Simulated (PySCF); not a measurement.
Match the barriers

Saddle point of CH8SSi, closed shell (CH₆Si ([CH3][SiH3]) + H₂S → SiH₄S ([SiH3][SH]) + CH₄; bonds formed: Si1–S7, C2–H6; bonds broken: Si1–C2, H6–S7), PBE0-D4/def2-TZVP structure:

Si1  (-0.657, 0.811, -0.264)
C2  (-0.066, -0.968, 0.793)
H3  (-0.883, 0.718, -1.723)
H4  (-2.014, 0.441, 0.279)
H5  (-0.375, 2.086, 0.431)
H6  (0.763, -0.194, 0.155)
S7  (1.826, 0.892, -0.812)
H8  (-0.473, -0.661, 1.754)
H9  (0.856, -1.534, 0.975)
H10  (-0.754, -1.615, 0.249)
H11  (1.777, 0.024, -1.837)
(Å)

Computed with PySCF 2.14 with density fitting (its default auxiliary sets; JK sets also for MP2 and CCSD(T)) (basis: def2-TZVPP, with def2-QZVPP for the basis limit); correlated methods freeze the cores. Extrapolation: Hartree–Fock as exp(−7.88 √X), correlation as X^−2.97. Four methods, as single points on the PBE0-D4 structures, gave these electronic barriers from the start structure: 2.036, 2.192, 2.659, 3.260 eV.

(1) The methods were, in alphabetical order, BHLYP-D4, HF, PBE-D4, r2SCAN-D4. Which gave which? (Judge from chemistry; the calculation decides.)

No T1 diagnostic of these runs exceeds 0.012.

Results:

(1) Computed: PBE-D4 2.036; r2SCAN-D4 2.192; BHLYP-D4 2.659; HF 3.260 eV. For comparison, CCSD(T) at an estimated basis limit (MP2 extrapolated from triple and quadruple zeta, plus CCSD(T) − MP2 in triple zeta) gives 2.450 eV.

Labels in which every atom is bracketed show which atoms are joined, not bond orders.

For scale, one of the runs: CCSD(T)/def2-TZVPP, 227 basis functions, launched by `OMP_NUM_THREADS=4 python run.py`. Time: 9.1 min of wall clock on 4 CPU threads of an Arm Neoverse V2; the host was shared. Peak host memory: 3.2 GiB.
